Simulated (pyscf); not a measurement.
A first-order saddle from PySCF, ωB97X-D3(BJ)/def2-SVP:

```xyz
11

O     -2.0416    -0.6192     0.9261
C     -1.0073    -0.8478     0.1280
O     -1.1798    -1.0932    -1.1459
H     -2.7151    -0.1658     0.3901
H     -0.1911    -1.3295     0.6993
C     -0.2290     1.0207    -0.0443
O     -1.3951     1.8030     0.0208
H     -0.5352    -0.0325    -0.9371
H      0.3579     0.9989     0.8900
H      0.4564     1.3531    -0.8586
H     -1.2043     2.6348     0.4665
```
Charge 0, spin multiplicity 1.

Surface: singlet, charge 0. Lowest wavenumbers (cm⁻¹): 2282i, 122, 152, 196, 320.

Task: What reaction is this the transition state of?

Result: formic acid (O=CH–OH) + methanol (H₃C–OH) ⇌ HO–CH₂–CH(OH)–OH, an addition across a multiple bond or ene-type step read from left to right: C–H broken and C–C, H–O formed. At ωB97M-D3(BJ)/def2-TZVP it lies +81.2 kcal/mol from the left side and +86.3 kcal/mol from the right (each side as separated species at their lowest minima found). On the reactant side the descent ends in a bound adduct, 9.9 kcal/mol under the separated species and 92.1 kcal/mol under the saddle at ωB97X-D3(BJ)/def2-TZVP. On the product side the descent ends in a point that may be a rotor saddle (no frequency run), 3.1 kcal/mol over the lowest minimum found and 84.8 kcal/mol under the saddle at ωB97X-D3(BJ)/def2-TZVP. At the saddle there is also a short C–H contact that neither side keeps. One saddle was located; it need not be the lowest between these sides.
